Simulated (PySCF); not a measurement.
HN, SMILES [NH], multiplicity 3.

Coordinates come from a PBE0-D3(BJ)/def2-TZVPD optimisation.

Computed with PBE0-D3(BJ)/def2-TZVPD (PySCF).

No scaling factor is applied to the harmonic values.

```csv
mode,ν (cm⁻¹),IR (km/mol),moving atoms (share of kinetic energy)
1,3305,18.8,H 93 %
```
